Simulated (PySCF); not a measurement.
Level sweep

Compound: benzvalene, C6H6.
Cartesian coordinates in Å at the PBE0-D3(BJ)/def2-SVP level; atoms count from 1:
```xyz
12
C6H6 angstrom
C      1.2692    0.6509   -0.2268
C      1.1814   -0.6552   -0.5104
C     -0.2351   -1.0402   -0.1760
C     -0.7333   -0.1580    0.9548
C     -0.0954    1.0409    0.2757
C     -1.1378    0.1614   -0.3917
H      2.1254    1.3171   -0.3262
H      1.9481   -1.3242   -0.8997
H     -0.6272   -2.0530   -0.2985
H     -1.2572   -0.3277    1.8961
H     -0.3512    2.0550    0.5932
H     -2.0936    0.3329   -0.8878
```

PySCF, dipoles from the SCF density, polarisabilities from static response with core orbitals frozen. Geometry: PBE0-D3(BJ)/def2-SVP; no solvent, vibrations or thermal averaging.

Question: How do dipole and polarisability depend on functional and basis here?

Answer: 

```
              level  μ (D)  α (Å³)  anisotropy (Å³)
      LDA/def2-SVPD  1.002    9.24             2.14
      PBE/def2-SVPD  0.967    9.18             2.16
    B3LYP/def2-SVPD  0.954    9.01             2.07
     PBE0/def2-SVPD  0.964    8.90             2.06
BHandHLYP/def2-SVPD  0.948    8.77             2.00
       HF/def2-SVPD  0.948    8.60             1.93
       PBE0/6-31+G*  1.007    8.78             1.98
   PBE0/aug-cc-pVDZ  0.980    9.25             1.99
    PBE0/def2-TZVPD  0.967    9.19             2.04
```

The anisotropy is √(½[(α1 − α2)² + (α2 − α3)² + (α3 − α1)²]). The dipole runs from 0.95 D (BHandHLYP/def2-SVPD) to 1.01 D (PBE0/6-31+G*). No reference polarisability is at hand; against PBE0 in the largest diffuse basis at hand (def2-TZVPD) the other PBE0 rows deviate by 6-31+G* -4%, def2-SVPD -3%, aug-cc-pVDZ +1%. In one basis (def2-SVPD) the functionals order the polarisability from HF (lowest) to LDA (highest), a spread of 7%.
